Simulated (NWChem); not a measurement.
System: silicon monoxide (SiO, singlet); SMILES O=[Si]

Here is an NWChem input.

```
start job
memory heap 200 mb stack 900 mb global 1100 mb
geometry units angstroms noautoz
  Si     0.000000     0.000000     0.548651
  O      0.000000     0.000000    -0.960088
end
basis spherical
  * library aug-pcseg-1
end
dft
  xc xtpss03 ctpss03
  iterations 150
  mulliken
end
task dft energy
```

NWChem printed, in part:

```
             Northwest Computational Chemistry Package (NWChem) 7.3.0
             --------------------------------------------------------

 ORDER OF PRIMARY AXIS IS BEING SET TO 4
 C4V symmetry detected

                             Geometry "geometry" -> ""
                             -------------------------

 Output coordinates in angstroms (scale by  1.889725989 to convert to a.u.)

  No.       Tag          Charge          X              Y              Z
 ---- ---------------- ---------- -------------- -------------- --------------
    1 Si                  14.0000     0.00000000     0.00000000     0.54863236
    2 O                    8.0000     0.00000000     0.00000000    -0.96010664

 Effective nuclear repulsion energy (a.u.)      39.2830382776

      Symmetry information
      --------------------

 Group name             C4v
 Group number             18
 Group order               8
 No. of unique centers     2

                                 NWChem DFT Module
                                 -----------------

 Summary of "ao basis" -> "ao basis" (spherical)
 ------------------------------------------------------------------------------
       Tag                 Description            Shells   Functions and Types
 ---------------- ------------------------------  ------  ---------------------
 Si                       aug-pcseg-1               11       27   5s4p2d
 O                        aug-pcseg-1                9       23   4s3p2d

      Symmetry analysis of basis
      --------------------------

        a1         20
        a2          0
        b1          4
        b2          4
        e          22

            General Information
            -------------------
          SCF calculation type: DFT
          Wavefunction type:  closed shell.
          No. of atoms     :     2
          No. of electrons :    22
           Alpha electrons :    11
            Beta electrons :    11
          Charge           :     0
          Spin multiplicity:     1
          Use of symmetry is: on ; symmetry adaption is: on
          Maximum number of iterations: 150
          AO basis - number of functions:    50
                     number of shells:    20
          Convergence on energy requested:  1.00D-06
          Convergence on density requested:  1.00D-05
          Convergence on gradient requested:  5.00D-04

              XC Information
              --------------
                  TPSS metaGGA Exchange Functional  1.000
             TPSS03 metaGGA Correlation Functional  1.000

             Grid Information
             ----------------
          Grid used for XC integration:  medium
          Radial quadrature: Mura-Knowles
          Angular quadrature: Lebedev.
          Tag              B.-S. Rad. Rad. Pts. Rad. Cut. Ang. Pts.
          ---              ---------- --------- --------- ---------
          Si                  1.10       88          12.0       590
          O                   0.60       49          11.0       434
          Grid pruning is: on
          Number of quadrature shells:   137
          Spatial weights used:  Erf1

      Superposition of Atomic Density Guess
      -------------------------------------

 Sum of atomic energies:        -363.54427425

      Non-variational initial energy
      ------------------------------

 Total energy =    -363.616126
 1-e energy   =    -581.403329
 2-e energy   =     178.504164
 HOMO         =      -0.352150
 LUMO         =      -0.035788

      Symmetry analysis of molecular orbitals - initial
      -------------------------------------------------

 !! scf_movecs_sym_adapt:    8 vectors were symmetry contaminated

  Symmetry fudging

 !! scf_movecs_sym_adapt:    8 vectors were symmetry contaminated

  Numbering of irreducible representations:

     1 a1          2 a2          3 b1          4 b2          5 e

  Orbital symmetries:

     1 a1          2 a1          3 a1          4 a1          5 e
     6 e           7 a1          8 a1          9 e          10 e
    11 a1         12 e          13 e          14 a1         15 a1
    16 e          17 e          18 a1         19 a1         20 b1
    21 b2

     ---------------------------------------------
      Total Density - Mulliken Population Analysis
     ---------------------------------------------

    Atom       Charge   Shell Charges
 -----------   ------   -------------------------------------------------------
    1 Si  14    12.85   2.00  2.00  1.08  0.91  0.03  5.99  0.70  0.01  0.01  0.13  0.00
    2 O    8     9.15   2.00  0.97  0.91 -0.10  3.30  2.00  0.04  0.01  0.02

   convergence    iter        energy       DeltaE   RMS-Dens  Diis-err
 ---------------- ----- ----------------- --------- --------- ---------
 d= 0,ls=0.0,diis     1   -364.5685427073 -4.04D+02  7.86D-02  1.11D+00
 d= 0,ls=0.0,diis     2   -361.0898258636  3.48D+00  6.76D-02  2.08D+01
 d= 0,ls=0.0,diis     3   -364.7217625543 -3.63D+00  3.40D-03  3.30D-02
 d= 0,ls=0.0,diis     4   -364.7240047706 -2.24D-03  1.24D-03  7.13D-03
 d= 0,ls=0.0,diis     5   -364.7248889864 -8.84D-04  5.51D-04  1.55D-03
  Resetting Diis
 d= 0,ls=0.0,diis     6   -364.7250793933 -1.90D-04  8.53D-05  5.03D-06
 d= 0,ls=0.0,diis     7   -364.7250799105 -5.17D-07  2.91D-05  1.54D-07
 d= 0,ls=0.0,diis     8   -364.7250798578  5.27D-08  1.37D-05  6.37D-07
 d= 0,ls=0.0,diis     9   -364.7250799284 -7.06D-08  4.64D-06  1.53D-07

         Total DFT energy =     -364.725079928395
      One electron energy =     -582.893697685391
           Coulomb energy =      208.347604831958
    Exchange-Corr. energy =      -29.462025352600
 Nuclear repulsion energy =       39.283038277639

 Numeric. integr. density =       21.999998188723

                  Occupations of the irreducible representations
                  ----------------------------------------------

                     irrep           alpha         beta
                     --------     --------     --------
                     a1                7.0          7.0
                     a2                0.0          0.0
                     b1                0.0          0.0
                     b2                0.0          0.0
                     e                 4.0          4.0

                       DFT Final Molecular Orbital Analysis
                       ------------------------------------

 Vector    9  Occ=2.000000D+00  E=-3.064417D-01  Symmetry=e
              MO Center= -1.3D-15, -8.4D-16, -6.8D-01, r^2= 1.1D+00
   Bfn.  Coefficient  Atom+Function         Bfn.  Coefficient  Atom+Function
  ----- ------------  ---------------      ----- ------------  ---------------
    33      0.515910  2 O  py                36      0.346611  2 O  py
    10      0.276120  1 Si py                32      0.237993  2 O  px
    35      0.159894  2 O  px                 9      0.127376  1 Si px
     7     -0.110151  1 Si py                19     -0.059969  1 Si d -1
    39      0.052445  2 O  py                 6     -0.050814  1 Si px

 Vector   10  Occ=2.000000D+00  E=-3.064417D-01  Symmetry=e
              MO Center=  1.1D-14, -4.9D-15, -6.8D-01, r^2= 1.1D+00
   Bfn.  Coefficient  Atom+Function         Bfn.  Coefficient  Atom+Function
  ----- ------------  ---------------      ----- ------------  ---------------
    32      0.515910  2 O  px                35      0.346611  2 O  px
     9      0.276120  1 Si px                33     -0.237993  2 O  py
    36     -0.159894  2 O  py                10     -0.127376  1 Si py
     6     -0.110151  1 Si px                21      0.059969  1 Si d  1
    38      0.052445  2 O  px                 7      0.050814  1 Si py

 Vector   11  Occ=2.000000D+00  E=-2.826241D-01  Symmetry=a1
              MO Center= -9.1D-15,  4.2D-15,  1.3D-01, r^2= 2.4D+00
   Bfn.  Coefficient  Atom+Function         Bfn.  Coefficient  Atom+Function
  ----- ------------  ---------------      ----- ------------  ---------------
    11      0.501365  1 Si pz                34     -0.471526  2 O  pz
     4      0.409138  1 Si s                  3      0.242195  1 Si s
    37     -0.223744  2 O  pz                 8     -0.185166  1 Si pz
     2     -0.176137  1 Si s                 30      0.147479  2 O  s
    20     -0.082313  1 Si d  0              40     -0.036486  2 O  pz

 Vector   12  Occ=0.000000D+00  E=-1.036297D-01  Symmetry=e
              MO Center= -3.5D-16, -7.7D-18,  6.2D-01, r^2= 3.1D+00
   Bfn.  Coefficient  Atom+Function         Bfn.  Coefficient  Atom+Function
  ----- ------------  ---------------      ----- ------------  ---------------
     9      0.482014  1 Si px                10     -0.457559  1 Si py
    12      0.366298  1 Si px                13     -0.347713  1 Si py
    32     -0.226806  2 O  px                33      0.215298  2 O  py
    35     -0.204719  2 O  px                36      0.194332  2 O  py
     6     -0.152538  1 Si px                 7      0.144798  1 Si py

 Vector   13  Occ=0.000000D+00  E=-1.036297D-01  Symmetry=e
              MO Center=  2.9D-17,  1.4D-15,  6.2D-01, r^2= 3.1D+00
   Bfn.  Coefficient  Atom+Function         Bfn.  Coefficient  Atom+Function
  ----- ------------  ---------------      ----- ------------  ---------------
    10      0.482014  1 Si py                 9      0.457559  1 Si px
    13      0.366298  1 Si py                12      0.347713  1 Si px
    33     -0.226806  2 O  py                32     -0.215298  2 O  px
    36     -0.204719  2 O  py                35     -0.194332  2 O  px
     7     -0.152538  1 Si py                 6     -0.144798  1 Si px

[...]
```

Level: TPSS/aug-pcseg-1. Low-valent species are run as closed-shell singlets; no triplet was tried in these runs. Coordinates come from a PBE0-D3(BJ)/def2-TZVP optimisation.
